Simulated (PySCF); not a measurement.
OF₂: from structure and modes to constants

All numbers come from PBE/[O def2-TZVP, F def2-TZVP], no relativity, density fitting, PySCF.

The singlet minimum has C2v symmetry. Masses (u): O 15.99492, F 18.99840.

```xyz
3
charge 0 multiplicity 1, angstrom
O     0.0000    0.0000   -0.6104
F     1.1250    0.0000    0.2570
F    -1.1250    0.0000    0.2570
```

Harmonic wavenumbers (cm⁻¹): 450.3 (a1, ×1), 798.0 (b2, ×1), 970.7 (a1, ×1).

Task: Find the principal moments of inertia and the rotational constants. What kind of rotor is it?

Result: About the centre of mass I = 8.4684, 48.09, 56.559 u Å². With B = 16.8576/I this gives 1.991, 0.3505, 0.2981 cm⁻¹. The molecule is an asymmetric top with κ = -0.94.

Task: What is the harmonic zero-point energy?

Result: Half the sum of all 3 wavenumbers, 2219/2 = 1110 cm⁻¹, which is 13.3 kJ/mol (1 cm⁻¹ = 0.0119627 kJ/mol).
